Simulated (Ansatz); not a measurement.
```yaml
crystal:
  periodic: [true, true, true]
  atoms:
    - {symbol: Si, position_ang: [-1.437985, 0.822805, -0.577196]}
    - {symbol: C, position_ang: [0.378322, 0.374446, -0.452031]}
    - {symbol: Si, position_ang: [0.787780, -0.730857, 1.004259]}
    - {symbol: H, position_ang: [-2.277812, -0.389181, -0.787625]}
    - {symbol: H, position_ang: [-1.704817, 1.817119, -1.655129]}
    - {symbol: H, position_ang: [0.682533, -0.128774, -1.378029]}
    - {symbol: H, position_ang: [0.966641, 1.294316, -0.375327]}
    - {symbol: H, position_ang: [-0.039378, -1.966172, 0.957259]}
    - {symbol: H, position_ang: [0.504922, -0.021114, 2.279715]}
    - {symbol: H, position_ang: [2.222793, -1.123585, 0.987005]}
basis:
  gaussian: {orbitals: "6-31G*"}
magnetization: {spin_polarized: true, initial_magnetization: 1}
hamiltonian: {xc: {name: HF}}
correlation: {method: ccsd}
```

```sh
$ ansatz run in.yaml --threads 4 --pin off --events-out ev --progress --plain --max-ram 10444MiB
```

(1) How does Ansatz answer? (An estimate is asked.)

Answers

(1) The calculation gave: The input was rejected before any iteration.
```
Error: YAML parse error: error: line 2 column 3: crystal: missing field `lattice` (a structure is typed as `lattice` and `atoms`, a molecule's as `atoms` in Å alone, or read from a run's directory, `checkpoint`)
 --> <input>:2:3
1 | crystal:
2 |   periodic: [true, true, true]
3 |   atoms:
4 |     - {symbol: Si, position_ang: [-1.437985, 0.822805, -0.577196]}
```
